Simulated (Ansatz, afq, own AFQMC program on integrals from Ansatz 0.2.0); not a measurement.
AFQMC on a folder of integrals that Ansatz 0.2.0 wrote.

```yaml
crystal:
  periodic: [false, false, false]
  atoms:
    - {symbol: Si, position_ang: [0.004053, 0.000000, 0.532729]}
    - {symbol: O, position_ang: [-0.021964, 0.000002, -1.124355]}
    - {symbol: H, position_ang: [1.476262, -0.000114, 0.783135]}
    - {symbol: H, position_ang: [-0.620188, 1.217950, 1.110025]}
    - {symbol: H, position_ang: [-0.620376, -1.217854, 1.110025]}
basis:
  gaussian: {orbitals: cc-pVDZ}
magnetization: {spin_polarized: true, initial_magnetization: 1}
correlation: {method: ccsd_t, electrons: outside_noble_gas, hamiltonian_folder: ham}
```

```sh
$ ansatz run in.yaml --threads 1 --pin off --events-out ev --progress --plain --max-ram 24576MiB --backend cuda --devices 0, --max-vram 18GiB
```

afq runs on the folder ham with

```
--method free --trial cisd --walkers 4000 --time-step 0.03 --max-blocks 4000 --target-error 0.00042 --factor-cut 1e-05 --seed 4288 --times 0,0.21,0.42,0.81,1.2,1.8,2.4,3 --taylor-order 8
```

Times are imaginary, in 1/Eh. The walk had a cap of 66 s.

afq prints:

```
orbitals 41  electrons 7 6  factors 310 of 439
reference energy -365.51241424 Eh
CCSD correlation -0.27972541 Eh in 15 cycles, weight of the determinant in the CISD state 0.8905
repeat  energy at the last time / Eh  error
    10  -365.798212  0.000164
    20  -365.798673  0.000169
    30  -365.798725  0.000135
time / (1/Eh)  energy / Eh  error  mean overlap
  0.00  -365.792101  0.000040  1.1230
  0.21  -365.795370  0.000046  1.1227
  0.42  -365.796676  0.000054  1.1221
  0.81  -365.797669  0.000060  1.1241
  1.20  -365.798138  0.000066  1.1229
  1.80  -365.798481  0.000080  1.1246
  2.40  -365.798621  0.000086  1.1256
  3.00  -365.798730  0.000130  1.1256
energy -365.798730 +/- 0.000130 Eh
```

The run passed its tests (error under three times the target), which doesn't prove that it has relaxed.

Against this walk (error 3.6 meV) on the same determinant: CCSD(T) 38.7 meV higher, CCSDT(Q) 1.1 meV higher (within the noise). The error is statistical, and a free projection of finite length keeps a remainder of its start. The last points still move (meV from the last: 28.9 ± 1.6 at 0.81, 16.1 ± 1.8 at 1.20, 6.8 ± 2.2 at 1.80, 3.0 ± 2.3 at 2.40, 0 ± 4 at 3.00), but the last one has reached CCSDT(Q) within the noise or passed it, so little can be left to fall.

Cautions: remainder of the start not in the error.

The walk took 45 s on 1 × NVIDIA H100 80GB HBM3 with 2 threads of AMD EPYC 7R13 Processor (Zen 3) (shared host) (the card was shared). The log's last line is the free-projection energy.

CCSDT and higher add their correlation energy to the determinant of the CCSD(T) run, since their own runs factorise the integrals more tightly (a shift of under 2 meV). A walk keeps the symmetry of its determinant, which the program's search chose and which needn't be the lowest solution, so a lower state of the same spin and another symmetry isn't excluded.
